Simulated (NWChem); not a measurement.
# difluoromethane (CH2F2); SMILES FCF

All runs: NWChem. The geometry was optimised at PBE0-D3(BJ)/def2-TZVP. Level: PBE/def2-SVP with SMD (1 M gas to 1 M solution), gas-phase geometry.

| solvent | dielectric constant | solvation free energy (kcal/mol) | cavity-dispersion-structure term (kcal/mol) | dipole in solution (D) |
|---|---|---|---|---|
| water | 78.4 | -0.1 | 3.3 | 2.00 |
| diethyl ether | 4.24 | -1.8 | 0.7 | ___ |
| 1-propanol | 20.5 | -2.1 | 1.1 | 1.98 |
| methanol | 32.6 | -2.2 | 1.1 | 1.99 |
| n-hexane | 1.88 | -0.9 | 0.6 | 1.80 |
| acetone | 20.5 | -2.2 | 1.0 | 1.98 |

Question: What belongs in the gaps?

Answer: 
- diethyl ether, dipole in solution (D): 1.91
